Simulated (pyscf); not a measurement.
`[CH3][Te]` [doublet] + `[CH4]` → `[CH3][Te][CH3]` + `[H]` [doublet], a substitution at C (doublet surface; C–H broken, C–Te formed). Single points on ωB97X-D3(BJ)/def2-SVP structures (PySCF, gas phase). Energies in kJ/mol from the separated reactants.

Small-basis levels: PySCF, no dispersion term, spherical d functions. Open shells are spin-unrestricted. 

Quick SVWN5/6-31G*+LANL2DZ single points give ΔE‡ = 200.2 kJ/mol and ΔE = +203.0 kJ/mol. What does ωB97M-D3(BJ)/def2-TZVP give, and how far is the quick result from it?

ωB97M-D3(BJ)/def2-TZVP gives ΔE‡ = 267.6 kJ/mol and ΔE = +217.4 kJ/mol. SVWN5/6-31G*+LANL2DZ lies 67.4 kJ/mol under it in the barrier and 14.3 kJ/mol under it in the reaction energy, so on this step it does not hold to within 12.6 kJ/mol. At SVWN5/6-31G*+LANL2DZ this geometry lies under one side, so its ΔE‡ may be no barrier of that level. ωB97M-D3(BJ)/def2-TZVP has limits of its own. One saddle was located; it need not be the lowest between these sides. The angle at the attacked C is 179°. In the def2 sets elements past Kr carry core potentials, without spin-orbit coupling.
